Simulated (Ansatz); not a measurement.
A nudged elastic band was laid between two geometries of AlH4NSi (7 atoms, charge 0, multiplicity 1).

Computed with UHF/6-31G* in Ansatz 0.2.0.

```yaml
movable_images: 5
climbing_image: yes
spring: 50.0 eV/Å²
optimiser: quadratic models (default)
start_path: through a guess of the saddle point
force_threshold: 0.05 eV/Å
iteration_limit: 60
end_points: relaxed
```

Image 0:

```xyz
7
Properties=species:S:1:pos:R:3
N -1.592 -0.832 -1.211
Si -0.733 0.441 -0.531
Al 1.213 0.191 0.909
H -1.256 -1.756 -0.994
H -1.291 1.752 -0.903
H 1.725 -1.270 1.240
H 1.934 1.474 1.490
```

Image 6:

```xyz
7
Properties=species:S:1:pos:R:3
N -1.308 -0.133 -0.977
Si -0.589 1.320 -0.410
Al 1.273 0.250 0.953
H -1.019 -1.068 -0.783
H -2.110 -0.112 -1.572
H 1.413 -1.343 1.000
H 2.340 1.086 1.789
```

Task: Which bonds break or form, and what moves?

Result: Bonds broken: Si2–H5. Bonds formed: N1–H5.

Task: Give the energies along the band, and the barrier.

Result: The run converged. The highest image is number 2 of 0 to 6, 61.2 kcal/mol above the first end and 72.8 kcal/mol above the last; the last end lies 11.6 kcal/mol below the first. Neighbouring images differ by up to 2.5 eV, so the band resolves the path poorly. The order of the stationary point at the top wasn't checked.

```json
{"image": "0", "path coordinate (Å)": "0.00", "energy (kcal/mol)": "0.0", "Si2–H5 (Å)": "1.47", "N1–H5 (Å)": "2.62"}
{"image": "1", "path coordinate (Å)": "0.83", "energy (kcal/mol)": "15.7", "Si2–H5 (Å)": "1.47", "N1–H5 (Å)": "2.28"}
{"image": "2", "path coordinate (Å)": "1.66", "energy (kcal/mol)": "61.2", "Si2–H5 (Å)": "1.60", "N1–H5 (Å)": "1.48"}
{"image": "3", "path coordinate (Å)": "2.28", "energy (kcal/mol)": "4.5", "Si2–H5 (Å)": "2.09", "N1–H5 (Å)": "1.01"}
{"image": "4", "path coordinate (Å)": "2.89", "energy (kcal/mol)": "-9.2", "Si2–H5 (Å)": "2.34", "N1–H5 (Å)": "1.00"}
{"image": "5", "path coordinate (Å)": "3.50", "energy (kcal/mol)": "-11.4", "Si2–H5 (Å)": "2.38", "N1–H5 (Å)": "1.00"}
{"image": "6", "path coordinate (Å)": "4.12", "energy (kcal/mol)": "-11.6", "Si2–H5 (Å)": "2.39", "N1–H5 (Å)": "1.00"}
```

Task: What is the geometry of the highest image?

Result: 
```xyz
7
Properties=species:S:1:pos:R:3
N -1.360 -0.563 -1.391
Si -0.233 0.689 -0.949
Al 1.317 0.216 0.955
H -1.598 -1.275 -0.714
H -1.836 0.768 -0.947
H 1.728 -1.272 1.329
H 1.983 1.437 1.717
```

Time of the run: 13 min on 1 thread of Intel(R) Xeon(R) Processor @ 2.50GHz (Skylake/Cascade Lake) (shared host), peak memory 0.16 GiB.
